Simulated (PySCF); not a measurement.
**One shape, several levels: NO+ (nitrosonium)**

We compute a comparison of 6 runs (B3LYP/3-21G, B3LYP/6-31G*, TPSS/6-31+G*, PBE0/def2-TZVP, MP2/pcseg-1) of NO+ (nitrosonium). The job is set up through a Python script.

Program for the calculation: PySCF 2.14.0.

## Step 1: The molecule

The species is NO+ (2 atoms), meant as a singlet with charge +1. As SMILES, `N#[O+]`. Geometry: the measured bond length.

Bond lengths: N1–O2 1.063 Å.

## Step 2: Energy and forces at B3LYP/3-21G (run 1)

The input, input.py:

```python
import pyscf.grad
from pyscf import gto, dft

system = gto.M(
    atom='N 0.000000 0.000000 0.000000; O 0.000000 0.000000 1.063220',
    verbose=4,
    spin=0,
    charge=1,
    max_memory=1860,
    basis='3-21g',
)

ks = dft.RKS(system)
ks.xc = 'b3lyp'
ks.grids.level = 5
ks.conv_tol = 1e-10
ks.kernel()
if not ks.converged:
    ks = ks.newton().run(ks.mo_coeff, ks.mo_occ)

etot = ks.e_tot
print(f'total energy: {etot:.8f} hartree')
grad = ks.Gradients().kernel()
dip = ks.dip_moment()
pop, q = ks.mulliken_pop()
```

Started as:

```console
OMP_NUM_THREADS=1 python input.py
```

Output:

```text
PySCF version 2.14.0

[INPUT] num. atoms = 2
[INPUT] num. electrons = 14
[INPUT] charge = 1
[INPUT] spin (= nelec alpha-beta = 2S) = 0
[INPUT] symmetry False subgroup None
[INPUT] Mole.unit = angstrom
[INPUT] Symbol           X                Y                Z      unit          X                Y                Z       unit  Magmom
[INPUT]  1 N      0.000000000000   0.000000000000   0.000000000000 AA    0.000000000000   0.000000000000   0.000000000000 Bohr   0.0
[INPUT]  2 O      0.000000000000   0.000000000000   1.063220000000 AA    0.000000000000   0.000000000000   2.009194610160 Bohr   0.0

nuclear repulsion = 27.8718645355806
number of shells = 10
number of NR pGTOs = 30
number of NR cGTOs = 18
basis = 3-21g
ecp = {}

[... 49 lines left out ...]
converged SCF energy = -128.775873486027
total energy: -128.77587349 hartree
[... 10 lines left out ...]
WARN: System has nonzero charge 1; the dipole moment is origin-dependent.
Location of origin: [0. 0. 0.]

Dipole moment(X, Y, Z, Debye): -0.00000, -0.00000,  2.14014
 ** Mulliken pop  **
pop of  0 N 1s            1.98801
pop of  0 N 2s            0.53596
pop of  0 N 3s            1.31423
pop of  0 N 2px           0.41587
pop of  0 N 2py           0.41587
pop of  0 N 2pz           0.78466
pop of  0 N 3px           0.33385
pop of  0 N 3py           0.33385
pop of  0 N 3pz           0.04804
pop of  1 O 1s            1.98700
pop of  1 O 2s            0.49668
pop of  1 O 3s            1.54880
pop of  1 O 2px           0.63405
pop of  1 O 2py           0.63405
pop of  1 O 2pz           0.82065
pop of  1 O 3px           0.61624
pop of  1 O 3py           0.61624
pop of  1 O 3pz           0.47598
 ** Mulliken atomic charges  **
charge of    0N =      0.82968
charge of    1O =      0.17032
```

Run time: 2.6 s. Hardware: 1 thread of Intel Xeon at 2.70GHz, shared host; peak memory 0.26 GiB.

## Step 3: Energy and gradient at B3LYP/6-31G(d) (spherical functions) (run 2)

The input, mol.xyz:

```xyz
2
NO
N      0.000000     0.000000     0.000000
O      0.000000     0.000000     1.063220
```

The input, job.py:

```python
# nitrosyl
import pyscf.grad
from pyscf import gto, dft

system = gto.M(
    atom='mol.xyz',
    max_memory=1860,
    verbose=4,
    charge=1,
    spin=0,
    basis='6-31g*',
)

mf = dft.RKS(system)
mf.xc = 'b3lyp'
mf.conv_tol = 1e-10
mf.grids.level = 5
mf.kernel()
if not mf.converged:
    mf = mf.newton().run(mf.mo_coeff, mf.mo_occ)

e_tot = mf.e_tot
print(f'total energy: {e_tot:.8f} hartree')
grad = mf.Gradients().kernel()
mf.analyze()
```

Started as:

```console
OMP_NUM_THREADS=1 python job.py
```

Output:

```text
PySCF version 2.14.0

[INPUT] num. atoms = 2
[INPUT] num. electrons = 14
[INPUT] charge = 1
[INPUT] spin (= nelec alpha-beta = 2S) = 0
[INPUT] symmetry False subgroup None
[INPUT] Mole.unit = angstrom
[INPUT] Symbol           X                Y                Z      unit          X                Y                Z       unit  Magmom
[INPUT]  1 N      0.000000000000   0.000000000000   0.000000000000 AA    0.000000000000   0.000000000000   0.000000000000 Bohr   0.0
[INPUT]  2 O      0.000000000000   0.000000000000   1.063220000000 AA    0.000000000000   0.000000000000   2.009194610160 Bohr   0.0

nuclear repulsion = 27.8718645355806
number of shells = 12
number of NR pGTOs = 54
number of NR cGTOs = 28
basis = 6-31g*
ecp = {}

[... 49 lines left out ...]
converged SCF energy = -129.527310281452
[... 14 lines left out ...]
Two-electron Energy =                   67.526476362891003
[... 6 lines left out ...]
MO #3   energy= -1.79292669008425  occ= 2
[... 4 lines left out ...]
MO #8   energy= -0.497795567012084 occ= 0
[... 4 lines left out ...]
MO #13  energy= 0.322395625556869  occ= 0
[... 4 lines left out ...]
MO #18  energy= 1.01255330257955   occ= 0
[... 4 lines left out ...]
MO #23  energy= 1.54850437502033   occ= 0
[... 4 lines left out ...]
MO #28  energy= 2.5290045638631    occ= 0
[... 34 lines left out ...]
WARN: System has nonzero charge 1; the dipole moment is origin-dependent.
Location of origin: [0. 0. 0.]

Dipole moment(X, Y, Z, Debye):  0.00000,  0.00000,  2.29978
```

Run time: 5.1 s. Hardware: 1 thread of Intel Xeon at 2.70GHz, shared host; peak memory 0.34 GiB.

Runs 3 to 5 aren't shown in full; the table further down has their settings and results.

## Step 4: Energy and forces at MP2/pcseg-1 (run 6)

The input, calc.py:

```python
from pyscf import gto, mp

system = gto.Mole()
system.atom = 'N 0.000000 0.000000 0.000000; O 0.000000 0.000000 1.063220'
system.charge = 1
system.basis = 'pcseg-1'
system.verbose = 4
system.spin = 0
system.max_memory = 1860
system.build()

mf = system.RHF()
mf.conv_tol = 1e-10
mf.kernel()
if not mf.converged:
    mf = mf.newton().run(mf.mo_coeff, mf.mo_occ)

pt = mp.MP2(mf, frozen=2).run()
e_tot = pt.e_tot
print('Final energy', e_tot)
grad = pt.nuc_grad_method().kernel()
dip = mf.dip_moment()
pop, q = mf.mulliken_pop()
```

Started as:

```console
OMP_NUM_THREADS=1 python calc.py
```

Output:

```text
PySCF version 2.14.0

[INPUT] num. atoms = 2
[INPUT] num. electrons = 14
[INPUT] charge = 1
[INPUT] spin (= nelec alpha-beta = 2S) = 0
[INPUT] symmetry False subgroup None
[INPUT] Mole.unit = angstrom
[INPUT] Symbol           X                Y                Z      unit          X                Y                Z       unit  Magmom
[INPUT]  1 N      0.000000000000   0.000000000000   0.000000000000 AA    0.000000000000   0.000000000000   0.000000000000 Bohr   0.0
[INPUT]  2 O      0.000000000000   0.000000000000   1.063220000000 AA    0.000000000000   0.000000000000   2.009194610160 Bohr   0.0

nuclear repulsion = 27.8718645355806
number of shells = 6
number of NR pGTOs = 50
number of NR cGTOs = 28
basis = pcseg-1
ecp = {}

[... 37 lines left out ...]
converged SCF energy = -128.872561135164
[... 8 lines left out ...]
Final energy -129.21035286031366
[... 6 lines left out ...]
WARN: System has nonzero charge 1; the dipole moment is origin-dependent.
[... 2 lines left out ...]
Dipole moment(X, Y, Z, Debye):  0.00000, -0.00000,  1.94385
[... 31 lines left out ...]
charge of    1O =      0.26438
```

It took 1.1 s on 1 thread of Intel Xeon at 2.70GHz, shared host; peak memory 0.13 GiB.

## Step 5: Overview of the runs

| run | level | Cartesian functions | integration grid | energy (Eh) | HOMO energy (eV) | LUMO energy (eV) | HOMO–LUMO gap (eV) | wall time |
| --- | --- | --- | --- | --- | --- | --- | --- | --- |
| 1 | B3LYP/3-21G | no | 5 | -128.775873 | -25.02 | -14.01 | 11.01 | 2.6 s |
| 2 | B3LYP/6-31G* (spherical functions) | no | 5 | -129.527310 | -25.06 | -13.55 | 11.52 | 5.1 s |
| 3 | B3LYP/6-31G* (Cartesian functions) | yes | 5 | -129.529487 | -25.08 | -13.55 | 11.52 | 5.7 s |
| 4 | TPSS/6-31+G* (spherical functions) | no | 5 | -129.556361 | -23.39 | -14.44 | 8.94 | 5.7 s |
| 5 | PBE0/def2-TZVP | no | 5 | -129.456107 | -25.30 | -13.03 | 12.28 | 9.6 s |
| 6 | MP2/pcseg-1 | no | – | -129.210353 | -31.13 | -7.77 | 23.36 | 1.1 s |

## Step 6: What came out

```
                                          quantity          value
                               run 6: total energy  -129.21035 Eh
        run 6: HOMO energy (Hartree–Fock orbitals)      -31.13 eV
        run 6: LUMO energy (Hartree–Fock orbitals)       -7.77 eV
      run 6: HOMO–LUMO gap (Hartree–Fock orbitals)       23.36 eV
run 6: correlation energy (2 core orbitals frozen)     -337.8 mEh
                   run 6: largest force on an atom     4.355 eV/Å
```

**Reading.** Over runs 1, 2, 3, 4, 5 the HOMO–LUMO gap runs from 8.94 eV (TPSS/6-31+G*) to 12.28 eV (PBE0/def2-TZVP). The two ends differ in method and basis. Totals of different functionals can't be ranked against each other. All runs together took 30 s, the longest 9.6 s.
